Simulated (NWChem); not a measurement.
**Setting up AlNH3Cl (SMILES [NH2][AlH][Cl]) in NWChem**

AlNH3Cl: 6 atoms, total charge 0, spin state singlet. As SMILES, `[NH2][AlH][Cl]`. Geometry: relaxed at PBE0-D4/def2-TZVP.

```xyz
6

N    -0.6311    0.2509   -0.7188
Al    0.4776   -0.0738    0.6036
Cl    1.4135   -1.9515    0.6456
H    -1.1343    1.1150   -0.8388
H    -0.8526   -0.3951   -1.4589
H     0.7690    0.9904    1.7210
```

Settings wanted:

```
task                      : gradient
method                    : DFT
functional                : PBE0
dispersion                : none
basis set                 : 6-311+G**
integral approximation    : none
reference                 : RKS
integration grid          : fine
SCF convergence threshold : 1e-10
iteration cap             : 100
symmetry                  : none
module                    : dft
d and f functions         : spherical
```

Q: Give an NWChem 7.3.0 job that does this.

A: This one ran through:

alclh3n.nw:
```
echo
start alclh3n
title "AlClH3N gradient"
memory 2200 mb
geometry units angstrom noautosym nocenter noautoz
  N    -0.631100    0.250900   -0.718800
  Al    0.477600   -0.073800    0.603600
  Cl    1.413500   -1.951500    0.645600
  H    -1.134300    1.115000   -0.838800
  H    -0.852600   -0.395100   -1.458900
  H     0.769000    0.990400    1.721000
end
basis spherical bse
  * library 6-311+G**
end
dft
  xc pbe0
  grid fine
  convergence energy 1e-10
  maxiter 100
  mulliken
  noprint "final vectors analysis"
end
task dft gradient
```

```bash
$ nwchem alclh3n.nw > alclh3n.out
```

Calculated total energy: -758.99165 Eh, largest force 0.285 eV/Å.
